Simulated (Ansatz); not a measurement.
**SiH₃ (doublet): the correlation ladder at distance H1–H2 along a hydrogen transfer = 1.265 Å, 6-31G**

Aim: climb from Hartree-Fock through coupled cluster and multireference methods for SiH₃ (doublet) at one geometry and basis, and see what each rung misses.

Program: Ansatz 0.2.0, Gaussian basis. Level of theory: 6-31G, core rule «outside noble gas», up to 5 orbitals frozen. These are calculated values, not measurements.

Plan: UHF; CCSD(T) on ROHF; CCSD(T) on UHF; BCCD(T) on ROHF; CISD; CCSDT(Q) on ROHF; CCSDT(Q) on UHF; CISDTQ; CCSDTQ on ROHF; CCSDTQ on UHF; CASSCF and MRCISD+Q, 3 electrons in 3 orbitals; CASSCF and NEVPT2, 3 electrons in 3 orbitals; CASSCF and MRCISD+Q, 7 electrons in 7 orbitals; CASSCF and NEVPT4(SD), 7 electrons in 7 orbitals; CASSCF and NEVPT2, 7 electrons in 7 orbitals; Full CI.

8 further runs of the same task are left out: 1 for a mislabelled method, 6 that didn't finish, 1 set aside as unsound or not needed.

### Step 1. The system

The geometry derives from fragments relaxed apart (PBE0/def2-TZVP) and kept rigid, so it is no stationary point. A hydrogen atom is moved between rigid fragments.

4 atoms, charge 0, spin multiplicity 2.

Atoms are counted from 1 here; the program's logs count them from 0.

Bond lengths: H2–Si3 1.527 Å, Si3–H4 1.532 Å. Angles: H2–Si3–H4 105.0°.

### Step 2. UHF

in.yaml

```yaml
crystal:
  periodic: [false, false, false]
  atoms:
    - {symbol: H, position_ang: [-2.664909, 0.047936, 0.000000]}
    - {symbol: H, position_ang: [-1.399909, 0.047936, 0.000000]}
    - {symbol: Si, position_ang: [0.127091, 0.047936, 0.000000]}
    - {symbol: H, position_ang: [0.523525, -1.431577, 0.000000]}
basis:
  gaussian: {orbitals: 6-31G}
magnetization: {spin_polarized: true, initial_magnetization: 1}
hamiltonian: {xc: hf}
output: {orbitals: {seedname: orbitals}}
```

On the command line:

```bash
ansatz run in.yaml --threads 1 --pin off --events-out ev --progress --plain --max-ram 2393MiB
```

Further steps of the session: CCSD(T) on ROHF; CCSD(T) on UHF; BCCD(T) on ROHF; CISD; CCSDT(Q) on ROHF; CCSDT(Q) on UHF; CISDTQ; CCSDTQ on ROHF; CCSDTQ on UHF; CASSCF and MRCISD+Q, 3 electrons in 3 orbitals; CASSCF and NEVPT2, 3 electrons in 3 orbitals; CASSCF and MRCISD+Q, 7 electrons in 7 orbitals; CASSCF and NEVPT4(SD), 7 electrons in 7 orbitals; CASSCF and NEVPT2, 7 electrons in 7 orbitals; Full CI.

Before running them: what should the planned runs give, taken together? Wanted: FCI below the RHF energy; RMP2 from FCI; UMP2 from FCI; RCCSD from FCI; RCCSD(T) from FCI; UCCSD(T) from FCI; RCCSDT(Q) from FCI; UCCSDT(Q) from FCI; NEVPT2 pair from FCI.

As calculated:

```
                         quantity                                                                                                                                                            value
         FCI below the RHF energy                                                                                                                                                       -1.9770 eV
                    RMP2 from FCI                                                                                                                                                       +659.8 meV
                    UMP2 from FCI                                                                                                                                                       +651.5 meV
                   RCCSD from FCI                                                                                                                                                        +32.9 meV
                RCCSD(T) from FCI                                                                                                                                                        +11.6 meV
                UCCSD(T) from FCI                                                                                                                                                        +14.6 meV
               RCCSDT(Q) from FCI                                                                                                                                                         +0.7 meV
               UCCSDT(Q) from FCI                                                                                                                                                         +1.3 meV
             NEVPT2 pair from FCI                                                                                                                                                       +500.2 meV
          NEVPT2 valence from FCI                                                                                                                                                       +175.6 meV
      NEVPT4(SD) valence from FCI                                                                                                                                                        +36.5 meV
levels within 1 kcal/mol (43 meV)  RCCSD, UCCSD, RCCSD(T), UCCSD(T), BCCD(T), RCCSDT, UCCSDT, CISDTQ, RCCSDT(Q), UCCSDT(Q), RCCSDTQ, UCCSDTQ, NEVPT4(SD) valence, MRCISD valence, MRCISD+Q valence
                    T1 diagnostic                                                                                                                                                            0.034
   effectively unpaired electrons                                                                                                                                                             1.05
```

**Reading.** RCCSD(T) misses by +11.6 meV, 0.6 % of the correlation energy. One determinant dominates. Of the multireference levels listed MRCISD+Q valence comes nearest in total energy (+13.4 meV), which doesn't show that its space is the better one. These misses are within one basis, not against nature; the frozen cores of restricted and unrestricted runs differ, which can shift their rows.
